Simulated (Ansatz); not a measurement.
Antiferromagnetic bcc Cr was calculated with RPBE in Ansatz (PAW).

Run with plane-wave cutoff 520 eV, 20×20×20 k mesh, Fermi–Dirac smearing 0.05 eV, spin-polarised with opposed moments, scalar-relativistic PAW data made under PBE.

Computed at the level's own relaxed cell.

Question: Estimate the equilibrium volume per atom, lattice parameter a, bulk modulus B0, magnetic moment (largest site, within a sphere) and pressure derivative B′ of the bulk modulus that the calculation returns.

Answer: 
- equilibrium volume per atom = 12.26 Å³/atom
- lattice parameter a = 2.905 Å
- bulk modulus B0 = 139 GPa
- magnetic moment (largest site, within a sphere) = 1.42 μB
- pressure derivative B′ of the bulk modulus = 7.1

The run finds no gap.

Measured, for comparison: equilibrium volume per atom 11.91 Å³/atom, lattice constant a 2.877 Å (corrected for temperature and zero-point phonon effects; as tabulated in Levämäki et al. (2014), arXiv:1402.3671); bulk modulus 194 GPa (corrected for temperature and zero-point phonon effects, our sources range from 174 to 205; as tabulated in Levämäki et al. (2014), arXiv:1402.3671). Computed (rounded) less measured: equilibrium volume per atom +2.9 %, lattice constant a +1.0 %, bulk modulus not scored (sources differ).

Note: the commensurate order stands in for chromium's spin-density wave, and the size of the moments varies much between levels; the collinear magnetic order is the start's and need not be the measured one.

Moments are spin moments.

Ansatz is a program for electronic structure.
